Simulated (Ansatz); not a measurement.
## Equilibrium lattice constant a of some cubic simple (sp) metals

Method: PBE-D4 (plane waves, PAW; Ansatz, a quantum-chemistry and plane-wave program). References are measured values corrected to a static lattice.

Values in Å.

```csv
solid,reference,PBE-D4,error (%)
fcc Sr,6.045¶,5.981,-1.06
bcc Li,3.449¶,3.423,-0.75
fcc Pb,4.902¶,4.959,+1.16
bcc Na,4.214,4.188,-0.62
bcc Rb,5.576¶,5.585,+0.16
bcc K,5.212¶,5.212,0.00
fcc Al,4.018,3.987,-0.77
fcc Ca,5.553¶,5.496,-1.03
bcc Cs,6.039¶,6.068,+0.48
bcc Ba,4.995¶,4.958,-0.74
```

Over these 10 solids the mean error is -0.32 %, the mean absolute error 0.68 % (median 0.75 %), and the worst case fcc Pb at +1.16 %; the value is too low in 6 of 10 cases.

All these references are brought to a static lattice.

Spin–orbit coupling is left out, also for the solids with elements from indium on (fcc Pb, bcc Cs, bcc Ba); its size isn't shown.

¶ marks references of a special kind: fcc Sr, 6.045 Å (measured, low-temperature or extrapolated to 0 K; zero-point anharmonic expansion removed; as tabulated in Csonka et al. (2009), arXiv:0903.4037); bcc Li, 3.449 Å (measured, low-temperature or extrapolated to 0 K; zero-point anharmonic expansion removed, our sources range from 3.443 to 3.453; as tabulated in Csonka et al. (2009), arXiv:0903.4037); fcc Pb, 4.902 Å (measured, low-temperature or extrapolated to 0 K; zero-point anharmonic expansion removed, our sources range from 4.902 to 4.912; as tabulated in Csonka et al. (2009), arXiv:0903.4037); bcc Rb, 5.576 Å (measured, low-temperature or extrapolated to 0 K; zero-point anharmonic expansion removed; as tabulated in Csonka et al. (2009), arXiv:0903.4037); bcc K, 5.212 Å (measured, low-temperature or extrapolated to 0 K; zero-point anharmonic expansion removed; as tabulated in Csonka et al. (2009), arXiv:0903.4037); fcc Ca, 5.553 Å (measured, low-temperature or extrapolated to 0 K; zero-point anharmonic expansion removed; as tabulated in Csonka et al. (2009), arXiv:0903.4037); bcc Cs, 6.039 Å (measured, low-temperature or extrapolated to 0 K; zero-point anharmonic expansion removed; as tabulated in Csonka et al. (2009), arXiv:0903.4037); bcc Ba, 4.995 Å (measured, low-temperature or extrapolated to 0 K; zero-point anharmonic expansion removed, our sources range from 4.995 to 5.004; as tabulated in Csonka et al. (2009), arXiv:0903.4037).

Differences are worked out from the printed values.

Caveats: a distance lies near a switch of the dispersion term, which can move the cell (fcc Sr, fcc Pb, bcc Na, bcc Rb, bcc K, fcc Ca and 1 more). Ansatz's density-functional and Hartree–Fock values are scalar-relativistic unless marked +SOC, with PAW data made under PBE.

Not in this set, of the simple (sp) metals with a reference value in our tables and a result at some level: 7 for a reference at room or unstated temperature. These can be a level's best or worst cases. Solids without a released value at any level aren't counted. Layered and molecular crystals are counted apart. The metals Ce to Yb are counted apart.

References as tabulated in Csonka et al. (2009), arXiv:0903.4037; Mejia-Rodriguez and Trickey (2018), arXiv:1807.09216.
